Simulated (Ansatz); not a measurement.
## C2H2NO, SMILES C=N[C]=O: a rigid scan of one bond angle, step by step

Program: Ansatz 0.2.0 through its Python package.

Run as a notebook:

```python
import warnings

import ansatz as az
from ase import Atoms
```

```python
warnings.simplefilter("ignore", az.DeckWarning)
```

```python
atoms = Atoms(["C", "N", "C", "O", "H", "H"], positions=[
    (-0.9346, 0.1401, 0.336),
    (0.1358, -0.5272, 0.05),
    (1.2758, 0.1116, -0.5177),
    (2.3046, -0.5604, -0.7867),
    (-0.9966, 1.2067, 0.1522),
    (-1.7851, -0.3707, 0.7663),
])
```

```python
# start the scan from a relaxed geometry
first = (
    az.Crystal.molecule_from_ase(atoms).calculation()
    .basis(gaussian="def2-SVP")
    .functional("cam_b3lyp")
    .spin("collinear", total=1)  # spin-polarised run
    .relax(force_tolerance=0.02, max_steps=80)  # relax until the tolerances are met
)
atoms.positions = first.run().report["positions_ang"]
```

```python
rows = []
for angle in [90, 100, 110, 120, 135, 150, 165, 179]:
    bent = atoms.copy()
    bent.set_angle(2, 1, 0, angle, indices=[0, 4, 5])
    base = (
        az.Crystal.molecule_from_ase(bent).calculation()
        .basis(gaussian="def2-SVP")  # atom-centred Gaussian functions
        .functional("cam_b3lyp")
        .spin("collinear", total=1)  # two spin channels
    )
    rows.append((angle, base.run().report["free_energy_ev"]))
floor = min(e for _, e in rows)
for angle, e in rows:
    print(f"angle C2-N1-C0 = {angle:3d} deg   {1000 * (e - floor):9.1f} meV")
```

    angle C2-N1-C0 =  90 deg      1726.8 meV
    angle C2-N1-C0 = 100 deg      1066.7 meV
    angle C2-N1-C0 = 110 deg       619.9 meV
    angle C2-N1-C0 = 120 deg       326.7 meV
    angle C2-N1-C0 = 135 deg        91.3 meV
    angle C2-N1-C0 = 150 deg         8.9 meV
    angle C2-N1-C0 = 165 deg         0.0 meV
    angle C2-N1-C0 = 179 deg        13.1 meV

Caveats:
- The scan is rigid, and the energies are electronic, in a modest basis. The zero is the lowest point of the grid, which needn't be the minimum.
- The run takes the species as open-shell (spin multiplicity 2), which needn't be its ground state.
- It ran for 84 s on 1 thread of Arm Neoverse V2, with other jobs on the host, peak memory 0.24 GiB.

(A comment or docstring line of the script was reworded after the run, the code is as it ran.)
